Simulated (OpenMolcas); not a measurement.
# BH2ClO (SMILES OBCl): levels of theory compared

We compute a comparison of 6 runs (HF/STO-3G, HF/def2-SVPD, M06-L/def2-SVPD, revPBE/def2-SVPD, MP2/def2-SVPD, CCSD(T)/def2-SVPD) of BH2ClO. 

Program for the calculation: OpenMolcas 26.06.

1 further run of the same task is left out (set aside as unsound or not needed).

### 1 The structure to begin with

BH2ClO: 5 atoms, total charge 0, spin state singlet. As SMILES, `OBCl`. Geometry: relaxed at PBE0-D4/def2-TZVP. This is one conformer, not always the lowest.

Bond lengths: O1–B2 1.340 Å, B2–Cl3 1.766 Å, O1–H4 0.963 Å, B2–H5 1.189 Å. Angles: O1–B2–Cl3 121.0°, O1–B2–H5 119.8°, Cl3–B2–H5 119.2°, B2–O1–H4 113.9°.

### 2 Energy and gradient at HF/STO-3G (run 1)

Contents of geom.xyz:

```xyz
5

O     -0.863300    -0.618600    -0.002900
B      0.379000    -0.137200     0.137900
Cl     0.788600     1.496000    -0.395300
H     -1.477700     0.001200    -0.409700
H      1.223300    -0.815100     0.628600
```

Contents of test.input:

```
>>> EXPORT MOLCAS_PRINT=2
&GATEWAY
BasLib = $CurrDir
Coord = geom.xyz
Basis = STO-3G
Group = NoSym
&SEWARD
&SCF
Thresholds = 1e-10 1e-07 1e-07 1e-05
PrOrbitals = 1 2
&ALASKA
```

The basis set STO-3G is read from a file made from the Basis Set Exchange's data (not shown).

The run is started by

```bash
$ export MOLCAS_MEM=1860
$ pymolcas test.input > test.log
```

Standard output:

```text
--- Start Module: gateway ---
[...]
--- Stop Module: gateway /rc=_RC_ALL_IS_WELL_ ---
[...]
      Basis functions           21
[...]
--- Start Module: scf ---
[...]
       Convergence after  11 Iterations
[...]
::    Total SCF energy                               -554.0472134993
[...]
      Total spin, S                                     0.0000000000
[...]
      Total electronic charge=   32.000000
      Total            charge=   -0.000000
[...]
      Dipole Moment (debye):
      Origin of the operator (angstrom)=    0.2764    0.6265   -0.1896
                   X= -1.4999E+00               Y= -7.2949E-01               Z= -1.1151E-01           Total=  1.6716E+00
      Quadrupole Moment (debye*angstrom):
[...]
--- Stop Module: scf /rc=_RC_ALL_IS_WELL_ ---
--- Start Module: alaska ---
[...]
 *              Molecular gradients               *
 **************************************************
  Irreducible representation: a
 ------------------------------------------------------------------------------------------
                              X                       Y                       Z
 ------------------------------------------------------------------------------------------
  O1               -3.20833232899815E-02    1.30437888595960E-02   -1.36532412267543E-02
  B2                6.46998295554946E-03    3.21754322266896E-02   -1.09195866485281E-02
  CL3              -4.45341547549827E-03   -1.71373452793144E-02    5.55111922504059E-03
  H4                1.64713988698244E-02   -1.78334776003086E-02    1.13853353328119E-02
  H5                1.35953569401059E-02   -1.02483982066701E-02    7.63637331742761E-03
 ------------------------------------------------------------------------------------------
--- Stop Module: alaska /rc=_RC_ALL_IS_WELL_ ---
[...]
```

It took 1.7 s on 1 thread of Arm Neoverse V2, shared host; peak memory 0.37 GiB.

### 3 Energy and gradient at HF/def2-SVPD (run 2)

Contents of calc.input:

```
* BClH2O Hartree-Fock

&GATEWAY
 BasLib=$CurrDir
 BasisSet
 O.def2-SVPD....
 O1 -0.863300 -0.618600 -0.002900 angstrom
 End of Basis
 BasisSet
 B.def2-SVPD....
 B2 0.379000 -0.137200 0.137900 angstrom
 End of Basis
 BasisSet
 Cl.def2-SVPD....
 Cl3 0.788600 1.496000 -0.395300 angstrom
 End of Basis
 BasisSet
 H.def2-SVPD....
 H4 -1.477700 0.001200 -0.409700 angstrom
 H5 1.223300 -0.815100 0.628600 angstrom
 End of Basis

&SEWARD

&SCF
 Thresholds=1e-10 1e-07 1e-07 1e-05
 PrOrbitals=1 1

&ALASKA
```

The basis set def2-SVPD is read from a file made from the Basis Set Exchange's data (not shown).

The run is started by

```bash
$ export MOLCAS_MEM=1860
$ pymolcas calc.input > calc.log
```

Standard output:

```text
--- Start Module: gateway ---
[...]
--- Stop Module: gateway /rc=_RC_ALL_IS_WELL_ ---
[...]
      Basis functions           86
[...]
--- Start Module: scf ---
[...]
       Convergence after  13 Iterations
[...]
::    Total SCF energy                               -560.0977580325
[...]
      Total spin, S                                     0.0000000000
[...]
      Total electronic charge=   32.000000
      Total            charge=   -0.000000
[...]
      Dipole Moment (debye):
      Origin of the operator (angstrom)=    0.2764    0.6265   -0.1896
                   X= -8.9397E-01               Y=  1.1440E-01               Z= -2.8229E-01           Total=  9.4443E-01
      Quadrupole Moment (debye*angstrom):
[...]
--- Stop Module: scf /rc=_RC_ALL_IS_WELL_ ---
[...]
--- Start Module: alaska ---
[...]
 *              Molecular gradients               *
 **************************************************
  Irreducible representation: a
 ------------------------------------------------------------------------------------------
                              X                       Y                       Z
 ------------------------------------------------------------------------------------------
  O1                6.16629989091599E-03   -1.87731238222710E-02    9.01234235669301E-03
  B2                6.79974932768790E-03    1.41922763957076E-02   -3.76412616879440E-03
  CL3              -1.86371294198029E-03   -8.82045004096454E-03    2.96986745024430E-03
  H4               -1.04110563293984E-02    1.40719143825403E-02   -8.29526015065074E-03
  H5               -6.91279947160783E-04   -6.70616914934197E-04    7.71765125233692E-05
 ------------------------------------------------------------------------------------------
--- Stop Module: alaska /rc=_RC_ALL_IS_WELL_ ---
[...]
```

It took 6.6 s on 1 thread of Arm Neoverse V2, shared host; peak memory 0.47 GiB.

Runs 3 to 5 aren't shown in full; the table further down has their settings and results.

### 4 A single-point energy at CCSD(T)/def2-SVPD (run 6)

Contents of run.input:

```
&GATEWAY
 BASLIB=$CurrDir
 COORD
 5
 angstrom
 O       -0.863300      -0.618600      -0.002900
 B        0.379000      -0.137200       0.137900
 Cl       0.788600       1.496000      -0.395300
 H       -1.477700       0.001200      -0.409700
 H        1.223300      -0.815100       0.628600
 BASIS=def2-SVPD
 GROUP=NoSym

&SEWARD

&SCF
 THRESHOLDS=1e-10 1e-07 1e-07 1e-05
 PRORBITALS=1 2

&RASSCF
 FILEORB=$Project.ScfOrb
 SPIN=1
 NACTEL=0 0 0
 INACTIVE=16
 RAS2=0
 OUTORBITALS=Canonical
 ORBLISTING=NoCore

&MOTRA
 JOBIPH
 FROZEN=7

&CCSDT
 CCT
 TRIPLES=2
 ITERATIONS=80
 ACCURACY=1e-08
 EXTRAPOLATION=5 4
```

The basis set def2-SVPD is read from a file made from the Basis Set Exchange's data (not shown).

The run is started by

```bash
$ export MOLCAS_MEM=1860
$ pymolcas run.input > run.log
```

Standard output:

```text
--- Start Module: gateway ---
[...]
--- Stop Module: gateway /rc=_RC_ALL_IS_WELL_ ---
[...]
      Basis functions           86
[...]
       Convergence after  15 Iterations
[...]
::    Total SCF energy                               -560.0977580325
[...]
      Total spin, S                                     0.0000000000
[...]
      Number of active orbitals                  0
[...]
      Spin quantum number                      0.0
[...]
      Active orbitals                            0
[...]
      Number of CSFs                             1
[...]
      Number of root(s) required                 1
[...]
      Convergence after  4 iterations
[...]
      Natural orbitals and occupation numbers for root  1
      ************************************************************************************************************************
      *                                                    Final results                                                     *
      ************************************************************************************************************************
[...]
::    RASSCF root number  1 Total energy:   -560.09775803
[...]
      Total electronic charge=   32.000000
      Total            charge=   -0.000000
[...]
      Dipole Moment (debye):
      Origin of the operator (angstrom)=    0.2764    0.6265   -0.1896
                   X= -8.9397E-01               Y=  1.1440E-01               Z= -2.8229E-01           Total=  9.4443E-01
      Quadrupole Moment (debye*angstrom):
[...]
--- Start Module: motra ---
[...]
      *** WARNING: Default frozen orbitals is overwritten by user input.
      *** Default values:   7
[...]
--- Stop Module: motra /rc=_RC_ALL_IS_WELL_ ---
[...]
--- Start Module: ccsdt ---
[...]
      Convergence after                    15  Iterations
      Total energy (diff) :    -560.55063702       0.00000001
[...]
 METHOD                       : CCSD+T(CCSD)+<T3(1)WT1> = CCSD(T)
[...]
       CCSD     =      -560.5506370154548
[...]
--- Stop Module: ccsdt /rc=_RC_ALL_IS_WELL_ ---
[...]
```

It took 32 s on 1 thread of Arm Neoverse V2, shared host; peak memory 0.47 GiB.

### 5 The series

```tsv
run	level	integration grid	task	energy (Eh)	dipole moment (D) of the reference	HOMO energy (eV)	LUMO energy (eV)	wall time
1	HF/STO-3G	–	gradient	-554.047213	1.67	-10.72	7.37	1.7 s
2	HF/def2-SVPD	–	gradient	-560.097758	0.94	-12.63	1.74	6.6 s
3	M06-L/def2-SVPD	UltraFine	gradient	-561.350975	1.16	-8.03	-1.04	31 s
4	revPBE/def2-SVPD	UltraFine	gradient	-561.243473	1.13	-7.79	-1.45	24 s
5	MP2/def2-SVPD	–	energy	-560.525985	0.94	-12.63	1.74	5.4 s
6	CCSD(T)/def2-SVPD	–	energy	-560.563457	0.94	-12.63	1.74	32 s
```

### 6 Outcome

| quantity | value |
| --- | --- |
| run 6: total energy | -560.56346 Eh |
| run 6: dipole moment (mean-field density) | 0.94 D |
| run 6: HOMO energy (Hartree–Fock orbitals) | -12.63 eV |
| run 6: LUMO energy (Hartree–Fock orbitals) | 1.74 eV |
| run 6: HOMO–LUMO gap (Hartree–Fock orbitals) | 14.38 eV |
| run 6: correlation energy (7 core orbitals frozen) | -465.7 mEh |
| run 6: (T) correction | -12.82 mEh |

**Reading.** Below the HF energy at the same shape and in the same basis (def2-SVPD): MP2 -428.2 mEh; CCSD(T) -465.7 mEh. Over runs 1, 2, 3, 4 the dipole moment (its size) runs from 0.94 D (HF/def2-SVPD) to 1.67 D (HF/STO-3G). Over runs 1, 2, 3, 4 the HOMO–LUMO gap runs from 6.34 eV (revPBE/def2-SVPD) to 18.10 eV (HF/STO-3G). The two ends differ in method and basis. Totals of different functionals can't be ranked against each other. In run 1 the basis is minimal, so the values are rough. All runs together took 1.7 min, the longest 32 s.
